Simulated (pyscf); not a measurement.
A first-order saddle from PySCF, ωB97X-D3(BJ)/def2-SVP:

```
Si
O 1 1.8346
H 2 0.9710 1 118.29
H 2 1.1897 3 120.58 1 -89.79
H 4 1.1025 2 133.61 3 128.42
Cl 1 2.0793 5 97.82 4 -91.19
Cl 1 2.0992 5 155.72 4 69.37
```
Charge 0, spin multiplicity 2.

Surface: doublet, charge 0. Lowest wavenumbers (cm⁻¹): 1418i, 146, 184, 273, 338.

Task: Name the species on either side of this saddle.

Result: Cl–SiH•–Cl + H₂O ⇌ HO–Si•(Cl)–Cl + H₂, a four-centre exchange read from left to right: H–Si, H–O broken and O–Si, H–H formed. At ωB97M-D3(BJ)/def2-TZVP it lies +1.00 eV from the left side and +1.85 eV from the right (each side as separated species at their lowest minima found). One saddle was located; it need not be the lowest between these sides.
